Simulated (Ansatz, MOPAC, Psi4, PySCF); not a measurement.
Gas-phase reaction in SMILES: C(C)(C)OC → [CH3] (CH3) + CO[CH]C (the C-C bond breaks)

Property: bond dissociation energy (enthalpy at 298 K), in kcal/mol. Conventions: six Cartesian d functions in 6-31G* and its kin unless marked 5d; spin-orbit terms left out; non-relativistic; no dispersion term unless named; frozen cores in correlated levels; UHF or UKS for open shells; 6-311+G** with 5d. CBS marks a two-point X^-3 extrapolation of the correlation energy; Hartree-Fock from the larger set. [CCSD(T)-MP2]/basis is that difference in the basis named. First-principles rows: single points at B3LYP-D3(BJ) geometries (Ansatz, a program for electronic structure), with unscaled harmonic terms from B3LYP/6-31G* at its own minima. Semi-empirical rows: MOPAC heats of formation at their own minima for 298 K.

Coupled cluster (Ansatz) is a level with limits of its own, used here on species with T1 under 0.025 (0.045 for open shells) and stable references: RI-MP2/CBS(cc-pVTZ,cc-pVQZ)+[CCSD(T)-MP2]/cc-pVDZ.

Value to compare with, RI-MP2/CBS(cc-pVTZ,cc-pVQZ)+[CCSD(T)-MP2]/cc-pVDZ (Ansatz): 86.9 kcal/mol.

| level | program | bond dissociation energy (enthalpy at 298 K) (kcal/mol) | difference |
|---|---|---|---|
| AM1 | MOPAC | 60.4 | -26.5 |
| HF/3-21G | Ansatz | 60.1 | -26.8 |
| SVWN5/6-31G* | Ansatz | 103.0 | 16.1 |
| PBE/STO-3G | Ansatz | 103.1 | 16.2 |
| PBE/def2-SVP | Ansatz | 83.6 | -3.3 |
| B3LYP/STO-3G | Ansatz | 98.8 | 11.9 |
| B3LYP/3-21G | Ansatz | 83.8 | -3.1 |
| B3LYP/cc-pVDZ | Ansatz | 79.0 | -7.9 |
| M06-2X/6-31G* (5d) | PySCF | 90.1 | 3.2 |
| M06-2X/6-311+G** | PySCF | 85.6 | -1.3 |
| wB97X-D/6-31G* | Psi4 | 87.5 | 0.6 |
| wB97X-D/6-311+G** | Psi4 | 84.0 | -2.9 |
| MP2/STO-3G | Ansatz | 96.5 | 9.6 |
| B3LYP-D3(BJ)/def2-TZVPD | Ansatz + dftd3 | 79.3 | -7.6 |

6 of the 13 habitual levels lie above RI-MP2/CBS(cc-pVTZ,cc-pVQZ)+[CCSD(T)-MP2]/cc-pVDZ (Ansatz); their mean absolute difference is 10.0 kcal/mol, the median 7.9.

The levels are drawn from those run, B3LYP/6-31G* more often than the rest, none by its result; runs whose electronic state is in doubt are left out.
